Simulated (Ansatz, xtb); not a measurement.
Relative energy of two isomers of C5H9P

We compare X, `CC1=CCPC1`, a singlet, with Y, `CC1=CCCP1`, a singlet. Both are isolated molecules in the gas phase, relaxed with PBE-D3(BJ)/def2-SVP; the shapes shown needn't be the lowest conformers.

X (Å):

```xyz
15

C    -1.7851   -0.0051   -2.0159
C    -0.7327    0.6367   -1.1605
C     0.5484    0.8651   -1.5299
C     1.4746    1.4650   -0.5060
C    -1.0726    1.0250    0.2643
P     0.3778    2.0417    0.9291
H    -1.4007   -0.2683   -3.0205
H    -2.1747   -0.9318   -1.5405
H    -2.6607    0.6679   -2.1442
H     0.9254    0.5802   -2.5272
H     2.0773    2.3129   -0.8947
H     2.2088    0.7156   -0.1304
H    -0.0330    3.2595    0.2706
H    -1.2148    0.1171    0.8947
H    -2.0205    1.5994    0.3411
```

Y (Å):

```xyz
15

C    -1.3199    1.4494   -2.9291
C    -0.6717    1.1276   -1.6173
C    -1.1854    1.3534   -0.3862
C    -0.3876    0.8676    0.7968
C     1.0612    0.6552    0.3178
P     1.0210    0.3455   -1.5415
H    -1.4703    0.5314   -3.5381
H    -0.6842    2.1246   -3.5405
H    -2.3088    1.9305   -2.7894
H    -2.1759    1.8216   -0.2431
H    -0.8264   -0.0918    1.1629
H    -0.4384    1.5691    1.6577
H     1.5968   -0.1538    0.8523
H     1.6520    1.5852    0.4545
H     0.5508   -1.0270   -1.4980
```

Energies in hartree; the thermal terms are from GFN2-xTB frequencies at re-optimised GFN2-xTB minima (ideal gas, soft modes damped towards free rotors, one conformer each, 298.15 K, 1 atm) and include the zero-point energy:

```
                              X           Y
E, CCSD(T)/def2-SVP  −535.959418  −535.956628
    E, MP2/def2-SVP  −535.858148  −535.855342
  E, MP2/def2-TZVPP  −536.368252  −536.365535
  zero-point energy     0.122821     0.123129
       H(298 K) − E     0.130501     0.130921
       G(298 K) − E     0.092278     0.092366
```

Question: Correct the CCSD(T) difference for the basis set by the MP2 change, then work out ΔE, ΔE₀, ΔH and ΔG for X → Y in kcal/mol (1 Eh = 627.51 kcal/mol) and the equilibrium ratio [Y]/[X].

Answer: 1. Differences Y − X: CCSD(T) +0.002790, MP2 in the small set +0.002806, MP2 in the large set +0.002717 Eh.
2. ΔE = +0.002790 + (+0.002717 − (+0.002806)) = +0.002701 Eh = +1.69 kcal/mol.
3. ΔE₀ = ΔE + ΔZPE = +0.002701 + (+0.000308) Eh = +1.89 kcal/mol.
4. ΔH = ΔE + (+0.000420) Eh = +1.96 kcal/mol.
5. ΔG = ΔE + (+0.000088) Eh = +1.75 kcal/mol, so ΔS = (ΔH − ΔG)/T = +2.9 J/(mol K).
6. kT = 0.9442 mEh, so K = [Y]/[X] = exp(−ΔG/kT) = exp(−2.95) ≈ 0.052.

Structure X is favoured at this temperature. An error of 1 kcal/mol in ΔG would change K by a factor of 5.4. Mirror images and further conformers aren't counted.

As drawn, both hold the same kinds of bond in the same numbers.

Other levels gave ΔE = +2.2 (GFN2-xTB); +2.1 (HF/STO-3G, GFN2-xTB geometries); +1.6 (r2SCAN-D4/def2-SVP, GFN2-xTB geometries); +1.6 (PBE-D3(BJ)/def2-SVP); +1.8 (HF/def2-SVP); +1.8 (MP2/def2-SVP); +1.8 (CCSD(T)/def2-SVP) kcal/mol. The correlated steps freeze 10 core orbitals. Programs: Ansatz 0.2.0, xtb 6.7.1.
